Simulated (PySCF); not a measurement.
PySCF run on O3P⁻

File input.py (PySCF 2.14):

```python
from pyscf import gto, scf
from pyscf.prop.polarizability import rhf as pol

mol = gto.M(
    atom='P 0 0 0; O 1.5121 0 0; O -0.7561 1.3095 0; O -0.7561 -1.3095 0',
    basis='jorge-dzp',
    charge=-1,
    spin=0,
    verbose=4,
)
mf = scf.RHF(mol)
mf.kernel()
print('polarizability (a.u.)')
print(pol.Polarizability(mf).polarizability().round(4))
mf.dip_moment()
print('orbital energies (hartree):', mf.mo_energy[..., max(0, mol.nelec[1]-3):mol.nelec[0]+3].round(4))
```

```bash
$ OMP_NUM_THREADS=1 python input.py
```

Output (some set-up lines removed):

```
PySCF version 2.14.0

[INPUT] Symbol           X                Y                Z      unit          X                Y                Z       unit  Magmom
[INPUT]  1 P      0.000000000000   0.000000000000   0.000000000000 AA    0.000000000000   0.000000000000   0.000000000000 Bohr   0.0
[INPUT]  2 O      1.512100000000   0.000000000000   0.000000000000 AA    2.857454872955   0.000000000000   0.000000000000 Bohr   0.0
[INPUT]  3 O     -0.756100000000   1.309500000000   0.000000000000 AA   -1.428821922784   2.474596360118   0.000000000000 Bohr   0.0
[INPUT]  4 O     -0.756100000000  -1.309500000000   0.000000000000 AA   -1.428821922784  -2.474596360118   0.000000000000 Bohr   0.0

nuclear repulsion = 164.779197327913
number of shells = 33
number of NR pGTOs = 131
number of NR cGTOs = 69
basis = jorge-dzp
ecp = {}

******** <class 'pyscf.scf.hf.RHF'> ********
method = RHF
initial guess = minao
damping factor = 0
level_shift factor = 0
DIIS = <class 'pyscf.scf.diis.CDIIS'>
SCF conv_tol = 1e-09
SCF max_cycles = 50
Initial guess from minao.
init E= -565.782717889392
  HOMO = -0.442986595858748  LUMO = 0.00243045082388684  gap/eV = 12.12042
cycle= 1 E= -565.26913892417  delta_E= 0.514  |g|= 0.981  |ddm|= 2.63
  HOMO = -0.144678002936502  LUMO = 0.335381919796155  gap/eV = 13.06310
cycle= 2 E= -565.363575371843  delta_E= -0.0944  |g|= 0.702  |ddm|= 1.18
  HOMO = -0.233429447154653  LUMO = 0.341908538659922  gap/eV = 15.65574
cycle= 3 E= -565.455022406176  delta_E= -0.0914  |g|= 0.0328  |ddm|= 0.494
  HOMO = -0.232779747780754  LUMO = 0.347634271637965  gap/eV = 15.79387
cycle= 4 E= -565.455507147061  delta_E= -0.000485  |g|= 0.00751  |ddm|= 0.0629
  HOMO = -0.234456700124954  LUMO = 0.346883557414527  gap/eV = 15.81907
cycle= 5 E= -565.455539920387  delta_E= -3.28e-05  |g|= 0.00203  |ddm|= 0.0157
  HOMO = -0.234446134614763  LUMO = 0.347320813393688  gap/eV = 15.83068
cycle= 6 E= -565.455542674783  delta_E= -2.75e-06  |g|= 0.000596  |ddm|= 0.00349
  HOMO = -0.234639764299787  LUMO = 0.347289830525963  gap/eV = 15.83511
cycle= 7 E= -565.455542882927  delta_E= -2.08e-07  |g|= 0.000149  |ddm|= 0.000932
  HOMO = -0.234654208245531  LUMO = 0.347306533554308  gap/eV = 15.83596
cycle= 8 E= -565.455542895743  delta_E= -1.28e-08  |g|= 2.65e-05  |ddm|= 0.000319
  HOMO = -0.234654909411364  LUMO = 0.347307744233785  gap/eV = 15.83601
cycle= 9 E= -565.455542896051  delta_E= -3.09e-10  |g|= 4.99e-06  |ddm|= 6.19e-05
  HOMO = -0.234655075890083  LUMO = 0.347307249439771  gap/eV = 15.83600
Extra cycle  E= -565.455542896057  delta_E= -5.68e-12  |g|= 3.78e-06  |ddm|= 5.96e-06
converged SCF energy = -565.455542896057
polarizability (a.u.)
Isotropic polarizability 23.1347312524
Polarizability anisotropy 10.6546708378
[[26.6869  0.      0.    ]
 [ 0.     26.6857  0.    ]
 [ 0.      0.     16.0316]]

WARN: System has nonzero charge -1; the dipole moment is origin-dependent.
Location of origin: [0. 0. 0.]

Dipole moment(X, Y, Z, Debye):  0.00045,  0.00000, -0.00000
orbital energies (hartree): [-0.2635 -0.2635 -0.2347  0.3473  0.3497  0.5554]
```

In short: E(SCF) = -565.455543 Eh, 9 cycles, α(xx, yy, zz) = 26.7, 26.7, 16.0 bohr³.

Hardware: Arm Neoverse N1, 1 thread, shared host. Wall time 2.7 s, peak memory 0.14 GiB.

The basis has no diffuse functions, which an anion needs. The dipole of an ion depends on the origin.
